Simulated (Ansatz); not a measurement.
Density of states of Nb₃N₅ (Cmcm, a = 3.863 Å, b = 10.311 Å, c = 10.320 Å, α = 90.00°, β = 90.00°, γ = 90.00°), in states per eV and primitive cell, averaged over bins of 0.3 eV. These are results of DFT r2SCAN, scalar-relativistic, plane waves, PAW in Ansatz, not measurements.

Plane waves to 500 eV, a k mesh through Γ of 8×8×4 on the computed 16-atom cell and Gaussian smearing (0.02 eV); no spin polarisation.

The cell is relaxed at this level. The states (both spins) are summed by tetrahedra on a 12×12×6 mesh at the self-consistent density. Energies are bin centres; the table starts no lower than −8 eV and ends at 6 eV, or lower where the solved bands end.

The gap is 1.11 eV at this level, with the zero inside it.

```
E − E_F (eV) total N 2p Nb 4d N 2s Nb 5s
       -6.30   4.68   2.60   1.70  0.03   0.20
       -6.00   8.83   4.90   3.30  0.06   0.34
       -5.70  15.00   8.47   5.66  0.11   0.40
       -5.40  15.26   8.54   6.12  0.10   0.18
       -5.10  17.58   9.96   6.95  0.14   0.16
       -4.80  13.51   7.84   5.11  0.15   0.14
       -4.50  11.45   6.89   4.07  0.11   0.11
       -4.20   9.24   5.72   3.09  0.13   0.11
       -3.90   8.32   5.22   2.62  0.14   0.16
       -3.60   7.26   4.71   2.11  0.13   0.17
       -3.30   8.13   5.50   2.14  0.16   0.14
       -3.00   8.93   6.29   2.11  0.18   0.12
       -2.70  10.12   7.31   2.27  0.20   0.10
       -2.40  11.89   8.80   2.43  0.23   0.13
       -2.10  11.56   8.90   2.01  0.19   0.16
       -1.80   9.00   7.41   1.08  0.14   0.11
       -1.50  13.55  11.48   1.41  0.15   0.14
       -1.20  11.20   9.74   0.93  0.14   0.08
       -0.90   4.16   3.69   0.28  0.05   0.02
       -0.60   0.34   0.31   0.02  0.00   0.00
       -0.30   0.00   0.00   0.00  0.00   0.00
        0.00   0.00   0.00   0.00  0.00   0.00
        0.30   0.00   0.00   0.00  0.00   0.00
        0.60   0.11   0.00   0.10  0.00   0.00
        0.90   1.42   0.13   1.28  0.00   0.00
        1.20   4.47   0.50   3.79  0.05   0.07
        1.50   5.91   0.82   4.78  0.09   0.12
        1.80   8.27   1.27   6.52  0.17   0.16
        2.10  14.86   2.27  11.71  0.36   0.22
        2.40  14.77   2.39  11.52  0.34   0.18
        2.70  11.84   2.12   9.00  0.27   0.18
        3.00  12.75   2.67   9.20  0.32   0.20
        3.30  11.17   2.81   7.57  0.23   0.20
        3.60   5.20   1.55   3.24  0.10   0.09
        3.90   7.52   2.40   4.35  0.26   0.14
        4.20   9.94   3.15   5.65  0.39   0.19
        4.50   5.70   1.87   3.24  0.19   0.09
        4.80   2.58   0.80   1.49  0.15   0.03
        5.10   2.40   0.64   1.27  0.25   0.09
        5.40   5.26   1.28   2.60  0.62   0.21
        5.70   8.50   1.92   4.28  1.13   0.31
```

The columns after the total are the main Löwdin projections on the occupied valence shells of the potentials; 2 others are left out. The rest of the total lies in those, in shells that are empty in the free atom, which aren't projected, and between the atoms.

Whether Nb3N5 exists in this form wasn't checked.

Cost: 1 run of about 21 core-minutes, on Intel Xeon Processor @ 2.50GHz (Skylake/Cascade Lake) (shared hosts).